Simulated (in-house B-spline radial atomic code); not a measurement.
Ne. Computed with a B-spline radial atomic code. Model: non-relativistic spherical atom: semilocal Troullier-Martins pseudo-atom, one channel per l, against all electrons, high spin, G0W0 and RPA with empty states to l = 8, local potential for every l without a channel, a model core (radius 0 = none) keeps its share of the functional.

What the tables leave out is listed at the end.

The pseudopotential gives back the lowest level of each angular momentum of its own functional in the configuration it was made in; a second state of the same l is only approximately right. Exact exchange, RPA and GW see the smooth pseudo-orbitals and miss the exchange with the core, for which the functional's share stands in. The column with an uncorrelated core keeps all orbitals and exact exchange, and so separates missing core correlation from pseudisation. Only the three outermost levels and the lowest empty one were computed. RPA here is direct RPA, with no exchange kernel, and its energies carry an (l + 1/2)⁻⁴ tail. A hybrid on a potential with a model core restores only its own semilocal share of the core's exchange.

Command:
```bash
python run_psgw.py task.json out
```
Settings (lengths in bohr, energies in hartree):
```
Z                      10
electrons              10
configuration          [He] 2s2 2p6
generated_in           [He] 2s2 2p6
functional             pbe,pbe
core_shells            1
radius_factor          0.9
core_correction        True
```

Run time, properties included: 14 s on 1 thread of Arm Neoverse N1 (shared host).

Given: made with PBE; model core radius 0.257 bohr; local radius 0.65 bohr; mean-field start PBE.

Valence shells of the generating configuration: 2s, 2p.

Channel: s 0.616, p 0.843 (radii in bohr).

Computed: largest level miss in the spin-unpolarised generating configuration 0 eV; valence RPA correlation energy all-electron orbitals -0.49122 hartree; valence RPA correlation energy pseudo -0.48718 hartree; pseudo-atom RPA polarisability 2.7976 bohr³.

```tsv
level	occupied	mean-field all-electron (eV)	mean-field pseudo minus all (eV)	G0W0 all-electron (eV)	G0W0 uncorrelated core minus all (eV)	G0W0 pseudo minus all (eV)	exchange self-energy all-electron (eV)	exchange self-energy pseudo (eV)
2p	1	-13.347	0	-20.585	0.051	0.226	-37.41	-36.366
```

**Question.** What is the all-electron RPA polarisability, core included?

**Answer.** 2.8102 bohr³.

Given: mean-field start PBE0.

Computed: valence RPA correlation energy all-electron orbitals -0.46607 hartree; valence RPA correlation energy pseudo -0.46186 hartree; pseudo-atom RPA polarisability 2.3602 bohr³.

```csv
level,occupied,mean-field all-electron (eV),mean-field pseudo minus all (eV),G0W0 all-electron (eV),G0W0 uncorrelated core minus all (eV),G0W0 pseudo minus all (eV),exchange self-energy all-electron (eV),exchange self-energy pseudo (eV)
2p,1,-15.996,0.032,-21.2,0.054,0.226,-37.553,-36.448
```

**Question.** What is the all-electron RPA polarisability, core included?

**Answer.** 2.3536 bohr³.

Among the listed levels the largest G0W0 shift of the pseudo-atom is +0.23 eV, for 2p on the PBE0 start, while leaving the core uncorrelated moves that level by +0.05 eV. So pseudisation and the lost core exchange, not the missing core correlation, make the error. Not in the tables (levels of low weight, unsolved or above zero; the highest and the empty levels are kept at any weight): on PBE the G0W0 levels 2s (pseudo minus all -0.09 eV, weights 0.21 and 0.26); on PBE0 the G0W0 levels 2s (pseudo minus all -1.49 eV, weights 0.31 and 0.20); no Hartree-Fock pseudo-atom is run with a model core.
